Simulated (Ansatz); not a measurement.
Predict the output of the script below (the Python package of Ansatz (0.2.0)).

The script, `run_dimer.py`:
```python
# -*- coding: utf-8 -*-
"""Interaction energy of two C3H4 molecules, with the counterpoise correction."""

import ansatz as az

FIRST = [
    ("C", (-0.7101, -0.2956, -0.317)),
    ("C", (0.223, 0.5533, -0.5985)),
    ("C", (0.2796, -0.1916, 0.6037)),
    ("H", (-1.6215, -0.658, -0.6045)),
    ("H", (0.6729, 1.262, -1.2644)),
    ("H", (0.1297, 0.3528, 1.5383)),
    ("H", (1.0261, -1.023, 0.6422)),
]
SECOND = [
    ("C", (-2.9743, 0.4623, 1.8651)),
    ("C", (-4.2075, 0.8495, 1.8675)),
    ("C", (-3.215, 1.6357, 2.5002)),
    ("H", (-2.3413, -0.3019, 1.6206)),
    ("H", (-5.2288, 0.7208, 1.5703)),
    ("H", (-3.2421, 1.6954, 3.5902)),
    ("H", (-2.906, 2.5713, 1.9718)),
]

def energy(atoms, ghosts=()):
    molecule = az.Crystal.molecule()
    for symbol, xyz in atoms:
        molecule = molecule.atom(symbol, xyz)
    calc = (
        molecule.calculation()
        .basis(gaussian="def2-SVPD")
        .functional("B3LYP")
    )
    deck = calc.input()
    if ghosts:
        deck = deck.set(az.key.basis.gaussian.ghost_atoms, [{"symbol": s, "position_ang": list(xyz)} for s, xyz in ghosts])
    return az.Session.from_dict(deck).plan().execute().report["free_energy_ev"]


def main():
    # monomers in their own basis and in the basis of the dimer
    both = energy(FIRST + SECOND)
    alone = energy(FIRST) + energy(SECOND)
    ghosted = energy(FIRST, SECOND) + energy(SECOND, FIRST)
    print(f"dimer {both:.6f} eV")
    print(f"interaction, uncorrected   {96.485332 * (both - alone):8.3f} kJ/mol")
    print(f"interaction, counterpoise  {96.485332 * (both - ghosted):8.3f} kJ/mol")
    print(f"basis-set superposition    {96.485332 * (alone - ghosted):8.3f} kJ/mol")


if __name__ == "__main__":
    main()
```

`python run_dimer.py` gives:
```text
dimer -6341.225933 eV
interaction, uncorrected      0.693 kJ/mol
interaction, counterpoise     4.855 kJ/mol
basis-set superposition       4.161 kJ/mol
```

Uncorrected it is 0.693 kJ/mol, with the counterpoise correction 4.855 kJ/mol; the difference, 4.16 kJ/mol, is the superposition error. In this basis both values are repulsive.

Reading the output:
- Total energies depend on the basis set; only differences at equal settings carry meaning.
- The dimer is a generated trial pose of unrelaxed monomers, not a minimum, so the figure is no binding energy, and the basis set is small.
- b3lyp holds the VWN-RPA fit, as in Gaussian; the form of ORCA and Turbomole is b3lyp5.
- This level lacks the dispersion part of the attraction (electrostatics and induction are there), which can decide the sign where the interaction is weak.
- It ran for 17 s on 1 thread of Intel(R) Xeon(R) Processor @ 2.30GHz (shared host), peak memory 0.42 GiB.
